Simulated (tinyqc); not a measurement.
Orbital energy against energy difference: ionisation energy by orbital energies and by energy differences in the 6-31g basis, for LiH, spin multiplicity 1. Computed by the program tinyqc with PySCF. 

Geometry (angstrom):
```
atom,x,y,z
Li,0.0000,0.0000,0.0000
H,0.0000,0.0000,1.4590
```

CCSD(T) difference in the same basis = 7.7587 eV

IP-EOM-CCSD = 7.7586 eV

The cation is unrestricted; errors are against CCSD(T) in this basis, not against experiment.

First vertical ionisation energy (eV):
```
method,-e(HOMO),E(cation) - E,error of -e(HOMO),error of the difference
HF,8.380,7.26423,0.622,-0.494
LDA,4.514,8.46964,-3.245,0.711
PBE,4.509,8.31006,-3.250,0.551
B3LYP,5.469,8.55321,-2.289,0.794
PBE0,5.609,8.26880,-2.150,0.510
CAM-B3LYP,7.029,8.53558,-0.730,0.777
LC-wPBE,8.355,8.34832,0.597,0.590
```

Koopmans errs by +0.62 eV and Delta-HF by -0.49 eV: relaxation, 1.12 eV, lowers the value and the missing correlation difference works against it. The PBE level is off by -3.3 eV through the wrong tail of its potential, though its energy difference is off by +0.55 eV; exact exchange deepens the level, and among the orbital energies LC-wPBE comes closest; among the differences HF does.
